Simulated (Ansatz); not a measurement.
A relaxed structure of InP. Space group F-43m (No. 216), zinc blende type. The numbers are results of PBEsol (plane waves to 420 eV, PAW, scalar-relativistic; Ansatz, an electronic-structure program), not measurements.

```cif
data_In4P4
_chemical_formula_sum 'P4 In4'
_space_group_name_H-M_alt 'F-43m'
_space_group_IT_number 216
_space_group_name_Hall 'F -4 2 3'
_cell_length_a 5.87825
_cell_length_b 5.87825
_cell_length_c 5.87825
_cell_angle_alpha 90.000
_cell_angle_beta 90.000
_cell_angle_gamma 90.000
loop_
_atom_site_label
_atom_site_type_symbol
_atom_site_symmetry_multiplicity
_atom_site_Wyckoff_symbol
_atom_site_fract_x
_atom_site_fract_y
_atom_site_fract_z
_atom_site_occupancy
P1 P 4 c 0.25000 0.25000 0.25000 1
In1 In 4 a 0.00000 0.00000 0.00000 1
```
(The calculation used a cell of 2 atoms; values per cell refer to that cell.)

Question: What is the computed band gap (PBEsol)?

Answer: 0.57 eV, direct at Γ (no spin-orbit coupling).

No spin polarisation in the result.

Measured for InP: a 5.858 Å (static lattice; corrected from measurement; as listed in Daniel Mejia-Rodriguez, S. B. Trickey, Phys. Rev. B (2018)); gap 1.47 eV (static lattice; corrected from measurement; as listed in Wei Chen et al., Physical Review Materials (2018)). Computed minus measured — a: PBEsol +0.3 %; gap: PBEsol -0.90 eV. The computed values are for a static lattice, and a measured gap can be an optical one, lowered by exciton binding.

The run could not lose the symmetry of its start; a randomly shaken copy of 2 atoms returns to this structure.

All atoms sit on sites fixed by symmetry, so only the cell could relax.
